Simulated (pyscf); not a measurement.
A first-order saddle from PySCF, ωB97X-D3(BJ)/def2-SVP:

```xyz
8

O     -2.0578     0.1723     0.4577
Zn    -0.4203     0.6869    -0.3006
O      0.4909     1.5558    -1.5715
H     -2.8828    -0.0399     0.0089
H      1.4467     1.4801    -1.4815
S      0.2279    -0.6409     1.7455
H     -1.2136    -0.5265     1.3770
H      0.1957     0.4159     2.5812
```

Surface: singlet, charge 0. Lowest wavenumbers (cm⁻¹): 576i, 117, 120, 200, 223.

Q: Which two sides does it connect, and which bonds change?

A: HO–Zn–OH (SMILES [OH][Zn][OH]) + H₂S (SMILES S) <-> H₂O (SMILES O) + HO–Zn–SH (SMILES [OH][Zn][SH]), a four-centre exchange read from left to right: O–Zn, H–S broken and H–O, S–Zn formed. At ωB97M-D3(BJ)/def2-TZVP it lies -2.7 kcal/mol from the left side and +11.4 kcal/mol from the right (each side as separated species at their lowest minima found). On the reactant side the descent ends in an adduct with a S–Zn contact, 10.4 kcal/mol under the separated species and 5.0 kcal/mol under the saddle at ωB97X-D3(BJ)/def2-TZVP. On the product side the descent ends in an adduct with a O–Zn contact (not fully relaxed), 15.4 kcal/mol under the separated species and 25.7 kcal/mol under the saddle at ωB97X-D3(BJ)/def2-TZVP. At ωB97M-D3(BJ) the saddle lies under the separated reactants, which points to a path from their complex (located at ωB97X-D3(BJ) alone). What is counted as formed (S–Zn) is already present as a longer contact in the reactant adduct; forming that adduct is a step of its own. What is counted as broken (O–Zn) persists as a longer contact in the product adduct; parting that adduct is a step of its own. At ωB97X-D3(BJ)/def2-TZVP the barrier from the zero used here is -5.4 kcal/mol. This is the saddle that the search found; another between the same sides may lie lower. Elements up to Kr have no core potential and no relativistic terms here.
